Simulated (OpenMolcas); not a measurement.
**A ladder of methods for AlH2O (SMILES [O][AlH2])**

AlH2O has 4 atoms, charge 0, and is taken as a doublet. As SMILES, `[O][AlH2]`. The coordinates come from a PBE0-D4/def2-TZVP relaxation.

```xyz
4

O     0.0626   -0.8563    1.4014
Al    0.0113    0.0299   -0.0804
H    -1.1496   -0.3608   -1.0760
H     1.1311    1.1268   -0.2653
```

Each level gives the dipole moment (D). The values are calculated.

```
             level             kind     program  value (D)  CPU time
   ROHF/def2-TZVPP     Hartree–Fock  OpenMolcas       1.67      17 s
    UHF/def2-TZVPP     Hartree–Fock  OpenMolcas       1.67      22 s
  UBLYP/def2-TZVPP              GGA  OpenMolcas       2.08      53 s
   UPBE/def2-TZVPP              GGA  OpenMolcas       2.06      52 s
 UM06-L/def2-TZVPP         meta-GGA  OpenMolcas       1.74      62 s
 UB3LYP/def2-TZVPP    global hybrid  OpenMolcas          ?      54 s
 UBHLYP/def2-TZVPP    global hybrid  OpenMolcas       1.70      52 s
UM06-2X/def2-TZVPP  hybrid meta-GGA  OpenMolcas          ?      63 s
```

Question: Estimate what the levels marked ? give.

Answer: As computed at these levels: UB3LYP/def2-TZVPP: 1.80 D; UM06-2X/def2-TZVPP: 1.73 D. The values span 1.67 to 2.08 D. Times are those of the runs behind each value, whatever else they computed, on shared processors of several kinds: orders of magnitude only.
